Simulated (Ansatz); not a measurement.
Input file:

```yaml
crystal:
  periodic: [false, false, false]
  atoms:
    - {symbol: Si, position_ang: [-1.614212, 0.028327, 0.000000]}
    - {symbol: H, position_ang: [-2.109084, 1.428035, 0.000001]}
    - {symbol: H, position_ang: [-2.109083, -0.671527, 1.212183]}
    - {symbol: H, position_ang: [-2.109084, -0.671527, -1.212182]}
    - {symbol: H, position_ang: [-0.233212, 0.028327, 0.000000]}
    - {symbol: Si, position_ang: [1.684788, 0.028327, -0.000001]}
    - {symbol: H, position_ang: [2.296968, -0.845957, 1.090012]}
    - {symbol: H, position_ang: [2.296968, -0.845957, -1.090013]}
basis:
  gaussian: {orbitals: cc-pVDZ}
magnetization: {spin_polarized: false}
correlation: {method: ccsdt_q, electrons: outside_noble_gas}
```

```sh
$ ansatz run in.yaml --threads 1 --pin off --events-out ev --progress --plain --max-ram 2393MiB
```

The program prints:

```
1272 factors; integrals over basis functions are off by at most 2.0e-7 eV
mean field evaluation 1: about -15815.0025 eV, gradient 1.3e1 eV
mean field evaluation 2: about -15815.0053 eV, gradient 1.3e1 eV
mean field evaluation 4: about -15816.0836 eV, gradient 8.6e-1 eV
mean field evaluation 8: about -15816.0894 eV, gradient 1.4e-3 eV
mean field evaluation 16: about -15816.0894 eV, gradient 1.3e-6 eV
mean field -15816.08941521 eV, -581.2305654786 hartree, gradient 1.3e-6 eV, S^2 0.000000; 0 other end points of the search recorded, 0 dependent functions left out; unrestricted orbitals would lower it
10 core orbitals not correlated: weight in the atoms' cores, before any rotation towards them, 1.000 or more for the frozen orbitals, at most 0.000 for the correlated occupied ones
reference -15816.08941521 eV, -581.2305654786 hartree; 7, 7 occupied and 49, 49 virtual orbitals, 1272 factors
second order -5.81877319 eV of doubles, -0.00000000 eV of singles
cycle   1  -6.93209607 eV  change    -1.1e0 eV  update   8.8e-2
cycle   2  -7.49678680 eV  change   -5.6e-1 eV  update   3.7e-2
cycle   3  -7.55329769 eV  change   -5.7e-2 eV  update   1.4e-2
cycle   4  -7.55741911 eV  change   -4.1e-3 eV  update   6.9e-3
cycle   5  -7.55661829 eV  change    8.0e-4 eV  update   2.9e-3
cycle   6  -7.55497315 eV  change    1.6e-3 eV  update   1.7e-3
cycle   7  -7.55518804 eV  change   -2.1e-4 eV  update   9.0e-4
cycle   8  -7.55597326 eV  change   -7.9e-4 eV  update   4.7e-4
cycle   9  -7.55592987 eV  change    4.3e-5 eV  update   2.3e-4
cycle  10  -7.55566154 eV  change    2.7e-4 eV  update   1.1e-4
cycle  11  -7.55564250 eV  change    1.9e-5 eV  update   6.1e-5
cycle  12  -7.55566615 eV  change   -2.4e-5 eV  update   3.3e-5
cycle  13  -7.55571625 eV  change   -5.0e-5 eV  update   1.6e-5
cycle  14  -7.55572994 eV  change   -1.4e-5 eV  update   6.7e-6
cycle  15  -7.55572581 eV  change    4.1e-6 eV  update   2.6e-6
cycle  16  -7.55572210 eV  change    3.7e-6 eV  update   1.2e-6
cycle  17  -7.55572035 eV  change    1.7e-6 eV  update   5.6e-7
cycle  18  -7.55571989 eV  change    4.7e-7 eV  update   2.9e-7
perturbative correction -0.00619554 eV, -0.0002276820 hartree
Total energy: -15823.65133064 eV, -581.5084607450 hartree
```

Ran on 1 thread of AMD EPYC 7R43, shared host: 58 s wall, 0.6 GiB peak host memory.
